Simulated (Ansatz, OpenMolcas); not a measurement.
# The same job for Ansatz

This OpenMolcas 26.06 job computes CH3AlO (SMILES [CH3][Al]=[O]):

run.input:
```
>>> EXPORT MOLCAS_PRINT=2

&GATEWAY
  BASLIB=$CurrDir
  COORD
  6
  bohr
  C     -0.77951203     0.94146156    -0.59601962
  Al     1.31657219    -1.59001556     1.00627916
  O      3.04567160    -3.67797396     2.32833156
  H      0.12321014     2.79509391    -0.49869872
  H     -2.61462507     1.05994738     0.34166248
  H     -1.09112786     0.47129770    -2.58155486
  BASIS=aug-cc-pVDZ
  GROUP=NoSym

&SEWARD
  GRIDINPUT
  Grid=UltraFine
  End of Grid

&SCF
  KSDFT=SVWN5
  THRESHOLDS=1e-10 1e-07 1e-07 1e-05
  PRORBITALS=1 1

&ALASKA
```

```bash
$ export MOLCAS_MEM=1860
$ pymolcas run.input > run.log
```

(Basis files named in the input come from the Basis Set Exchange and aren't shown.)

The shape is that of a PBE0-D4/def2-TZVP optimisation.

It gives a total energy of -355.602176 Eh.

Q: Translate the job to Ansatz 0.2.0 as an input file of the program's own, asking for the energy.

A: One way, which was run:

job.yaml:
```yaml
crystal:
  periodic: [false, false, false]
  atoms:
    - symbol: C
      position_ang: [-0.412500, 0.498200, -0.315400]
    - symbol: Al
      position_ang: [0.696700, -0.841400, 0.532500]
    - symbol: O
      position_ang: [1.611700, -1.946300, 1.232100]
    - symbol: H
      position_ang: [0.065200, 1.479100, -0.263900]
    - symbol: H
      position_ang: [-1.383600, 0.560900, 0.180800]
    - symbol: H
      position_ang: [-0.577400, 0.249400, -1.366100]
basis:
  gaussian: {orbitals: aug-cc-pVDZ}
hamiltonian: {xc: {name: SVWN5}}
accuracy: high
output: {orbitals: {seedname: orbitals}}
```

```bash
$ ansatz run job.yaml --threads 1 --pin off --max-ram 3480MiB --events-out events.jsonl --progress --plain --runs-dir runs
```

Its energy is -355.602176 Eh, the same as the first but for the last digit, at most.
